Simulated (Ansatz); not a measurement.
Geometry optimisation, Ansatz, RKS PBE0/def2-SVP.

The input (input.yaml):

```yaml
crystal:
  periodic: [false, false, false]
  atoms:
    - { symbol: "N", position_ang: [-0.25348, 1.18411, -0.54526] }
    - { symbol: C, position_ang: [0.39119, 0.08858, -0.43641] }
    - { symbol: C, position_ang: [0.04246, -0.91863, 0.57327] }
    - { symbol: F, position_ang: [-1.01363, -0.50676, 1.31732] }
    - { symbol: H, position_ang: [-1.03817, 1.37777, 0.0848] }
    - { symbol: H, position_ang: [-0.03011, 1.89469, -1.23928] }
    - { symbol: H, position_ang: [1.22591, -0.13015, -1.09777] }
    - { symbol: H, position_ang: [0.89362, -1.11133, 1.24766] }
    - { symbol: H, position_ang: [-0.21779, -1.87828, 0.09568] }
total_charge: 1
basis:
  gaussian: { orbitals: def2-SVP }
hamiltonian:
  xc: pbe0
relax:
  f_tol: 0.015
  max_steps: 40
output:
  orbitals: {}
```

Launched with:

```bash
$ ansatz run input.yaml --threads 1 --pin off --max-ram 2048MiB --backend cpu --events-out ev --progress --plain --runs-dir out
```

Q: Where does it end, and by what steps?

A: It converged. Limits of this set-up: the dipole of an ion depends on the origin. After 5 steps the energy has fallen by 0.030 eV; F4 moved furthest, 0.04 Å.

| step | energy less start (eV) | largest force component (eV/Å) | accepted |
| --- | --- | --- | --- |
| 0 | 0.0000 | 0.704 | yes |
| 1 | -0.0259 | 0.369 | yes |
| 2 | -0.0302 | 0.073 | yes |
| 3 | -0.0304 | 0.019 | yes |
| 4 | -0.0304 | 0.019 | no |
| 5 | -0.0304 | 0.003 | yes |

```xyz
9
Properties=species:S:1:pos:R:3
N -0.254 1.173 -0.538
C 0.396 0.077 -0.434
C 0.024 -0.919 0.591
F -1.028 -0.470 1.307
H -1.039 1.352 0.100
H -0.026 1.885 -1.233
H 1.235 -0.117 -1.115
H 0.904 -1.105 1.238
H -0.212 -1.876 0.084
```

Whether the end is a true minimum wasn't checked by a vibrational analysis.

Time of the run: 16 s on 1 thread of Intel(R) Xeon(R) Processor @ 2.70GHz, on a shared host, peak memory 0.16 GiB.
